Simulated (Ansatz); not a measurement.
bcc W

All values below come from BLYP (Ansatz, an electronic-structure program, PAW).

Settings: plane-wave cutoff 520 eV, 24×24×24 k mesh, Fermi–Dirac smearing 0.05 eV, no spin polarisation, scalar-relativistic PAW data made under PBE.

Cell: relaxed at this level.

For bcc W, the volume per atom comes out as 16.69 Å³/atom. The bulk modulus is 274 GPa, the equilibrium lattice constant a is 3.220 Å and the band gap is zero (no gap). The pressure derivative B′ of the bulk modulus comes out as 4.3.

Measured, for comparison: equilibrium volume per atom 15.78 Å³/atom, lattice constant a 3.16 Å (static lattice: zero-point anharmonic expansion removed; as tabulated in Mejia-Rodriguez and Trickey (2018), arXiv:1807.09216); bulk modulus 312 GPa (zero-point energy and finite temperature contributions removed, our sources range from 300 to 328; as tabulated in doi:10.1021/acs.jctc.3c00612). Computed (rounded) less measured: equilibrium volume per atom +5.8 %, bulk modulus -12 % (-9 % to -16 % over the range), lattice constant a +1.9 %.

Spin–orbit coupling is not included.

Computed values are for the static lattice.

It cost roughly 70 core-seconds of CPU time.
